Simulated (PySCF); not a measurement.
Below is a simulated gas-phase F 1s photoelectron spectrum of 1-chloro-2,2-difluoroethylene, `FC(F)=CCl`.

Every computed line was given a Gaussian of 0.7 eV full width at half maximum and an area set by the number of equivalent atoms; the highest printed point is 100. Computed with PySCF 2.14.0, delta-SCF UKS SCAN, pcX-2 on the ionised atom, pcseg-1 elsewhere, spin-free X2C.

| binding energy (eV) | intensity |
| --- | --- |
| 693.6 | 0 |
| 693.7 | 1 |
| 693.8 | 2 |
| 693.9 | 4 |
| 694.0 | 9 |
| 694.1 | 18 |
| 694.2 | 32 |
| 694.3 | 51 |
| 694.4 | 71 |
| 694.5 | 89 |
| 694.6 | 100 |
| 694.7 | 100 |
| 694.8 | 89 |
| 694.9 | 71 |
| 695.0 | 51 |
| 695.1 | 33 |
| 695.2 | 19 |
| 695.3 | 9 |
| 695.4 | 4 |
| 695.5 | 2 |
| 695.6 | 1 |
| 695.7 | 0 |

Q: How many maxima does the curve show, and how many computed lines lie under it?

A: The curve has 1 maximum (at 694.6 eV). Under it lie 2 lines from 2 inequivalent fluorine sites. At this width some lines have no maximum of their own.

Q: Decompose the envelope and assign each component. Numbering: `[F:1][C:2]([F:3])=[CH:4][Cl:5]`.

A: 
```json
{"position (eV)": "694.63", "relative area": "1", "line": "F 1s", "atoms": "F3", "environment": "vinyl fluorine"}
{"position (eV)": "694.68", "relative area": "1", "line": "F 1s", "atoms": "F1", "environment": "vinyl fluorine"}
```

Q: What are the centre and the root-mean-square width of the whole band?

A: The area-weighted mean of the lines is 694.65 eV. Their own spread about it is 0.02 eV (rms) and each Gaussian has σ = 0.7/2.355 = 0.30 eV; the variances add, which gives 0.30 eV.

Q: Above which line width would these two lines show one maximum?

A: Two equal Gaussians merge once their distance is under 2σ = FWHM/1.177. With 0.05 eV between them that is a full width over 0.06 eV.

The 2 F 1s values lie within 0.05 eV of each other; Gaussian lines of 0.5 eV full width would blend them into one maximum.

The curve has no shake-up lines and no vibrational structure. Isolated species at its PBE0-D3(BJ)/def2-SVP geometry, gas phase.
